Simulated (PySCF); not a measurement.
An unknown is described by computed data only.

Elements present: N and O. Monoisotopic mass: 29.9974 u (electron mass counted); charge +1.

* NMR, other nuclei: isotropic shieldings of nuclei other than C and H, by class: -150 (1 N), -184 (1 O) ppm [GIAO PBE0/pcSseg-1]
* Polarisability: 6.9 au [CAM-B3LYP/def2-SVPD]
* UV, first state: lowest singlet excitation: 10.06 eV (123 nm, f = 0.033 summed over 2 states within 0.01 eV) [TDDFT CAM-B3LYP/def2-SVPD]
* XPS: N1s 426.0, O1s 558.3 eV [ΔSCF SCAN, pcX-2 on the ionised atom, pcseg-1 elsewhere, spin-free X2C]
* Triplet: lowest triplet excitation (Tamm–Dancoff): 7.61 eV [TDA CAM-B3LYP/def2-SVPD]
* Couplings: largest of the computed one-bond spin–spin couplings (means over like bonds): 17O–15N -16.7 Hz [B3LYP/pcJ-1]
* Rotational structure: rotational constant B (linear): 61.160 GHz [GFN2-xTB]

Gas-phase values; electronic properties from PySCF, density fitting. Levels stand in brackets. Isolated species at its GFN2-xTB geometry, gas phase. Each NMR value is the plain mean over a class of atoms that symmetry, rotation or inversion makes alike.

Question: Which formula fits the mass and the elements?

Answer: NO (calculated 29.9974). No other formula that holds each of these elements comes within 0.0003 u with a fitting electron parity and a possible valence count.

Question: Give a SMILES that accounts for the data.

Answer: The other shieldings belong to: -150 ppm, nitrogen bonded to O; -184 ppm, oxygen bonded to N. The couplings run between: -16.7 Hz, oxygen bonded to N and nitrogen bonded to O. The core levels belong to: N1s 426.0 eV, nitrogen bonded to O; O1s 558.3 eV, oxygen bonded to N. The hole state at 426.0 eV has ⟨S²⟩ = 0.84 against 0.75, so that value is less sure. The optimised geometry has point group C∞v and is a linear rotor. Structure: `N#[O+]` (nitrosyl).
